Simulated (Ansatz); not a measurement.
Species: C3H7Cl, charge 0, singlet. C3H7Cl (1-chloropropane, SMILES CCCCl).
B3LYP-D3(BJ)/def2-TZVP minimum from Ansatz (a quantum-chemistry and plane-wave program):
```
C
H 1 1.0920
H 1 1.0920 2 106.81
C 1 1.5158 2 109.09 3 117.79
H 4 1.0883 1 111.73 2 -177.01
H 4 1.0883 5 108.92 1 123.92
C 1 1.5283 2 110.25 3 -119.79
H 7 1.0907 1 110.74 2 58.84
H 7 1.0923 8 107.73 1 -121.98
H 7 1.0923 8 107.73 9 -116.03
Cl 4 1.8082 5 106.18 6 113.97
```

Quantity: atomisation energy (electronic, to ground-state atoms), in kcal/mol. Radicals and triplets start from unrestricted determinants; spin-orbit coupling is neglected. CBS(X,Y): correlation extrapolated as X^-3, Hartree-Fock from the larger set. A bracket is a step between two methods taken in the basis named. Functionals run without relativity, which enters their misses. Double hybrids freeze cores in their MP2 part. 'core' is core correlation in cc-pwCVTZ (1s frozen past Ne), 'X2C' scalar relativity in cc-pVTZ-DK, both at CCSD(T). Where a partner has so few electrons that a lower coupled-cluster level is exact, that level stands in.

CCSD(T)/CBS(cc-pV(T+d)Z,cc-pV(Q+d)Z) + [CCSDT(Q) - CCSD(T)]/cc-pV(D+d)Z + core + X2C (Ansatz) gives 988.7 kcal/mol.

Q: How far off this value is PBE/def2-TZVPD (Ansatz), in which direction, and which of these levels come nearer: r2SCAN/def2-TZVPD, B3LYP/def2-TZVPD, wB97M-V/def2-TZVPD, B2PLYP/def2-TZVPD, CCSD(T)/CBS(cc-pV(T+d)Z,cc-pV(Q+d)Z) + core + X2C?

A: PBE gives 998.2 kcal/mol, 9.5 kcal/mol above it. Differences of the others: r2SCAN/def2-TZVPD (Ansatz) -2.6; B3LYP/def2-TZVPD (Ansatz) -11.1; wB97M-V/def2-TZVPD (Ansatz) -1.4; B2PLYP/def2-TZVPD (Ansatz) -16.2; CCSD(T)/CBS(cc-pV(T+d)Z,cc-pV(Q+d)Z) + core + X2C (Ansatz) -0.4 kcal/mol. Nearer than PBE: r2SCAN/def2-TZVPD, wB97M-V/def2-TZVPD, CCSD(T)/CBS(cc-pV(T+d)Z,cc-pV(Q+d)Z) + core + X2C.
